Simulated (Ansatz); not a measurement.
# Elastic constant C11 of zinc-blende AlP at several levels of theory

No measured value is used here.

```
level (code)                   value (GPa)  cell (Å³/atom)
-----------------------------  -----------  --------------
LDA (Ansatz)                    (withheld)           20.05
BLYP (Ansatz)                          122           21.50
PBE (Ansatz)                           125           20.88
revPBE (Ansatz)                        123           21.19
PBE-D3(BJ) (Ansatz)             (withheld)           20.26
B3LYP (VWN-RPA form) (Ansatz)          135           20.99
Hartree–Fock (Ansatz)                  155           21.23
```

What belongs in the gaps?


- LDA (Ansatz, a program for electronic structure), value (GPa): 133
- PBE-D3(BJ) (Ansatz), value (GPa): 131

PBE-D3(BJ): the dispersion coefficients are held fixed in the derivatives. Each level is taken at its own relaxed cell. K meshes differ between the levels. Ansatz's density-functional and Hartree–Fock values are scalar-relativistic unless marked +SOC, with PAW data made under PBE.
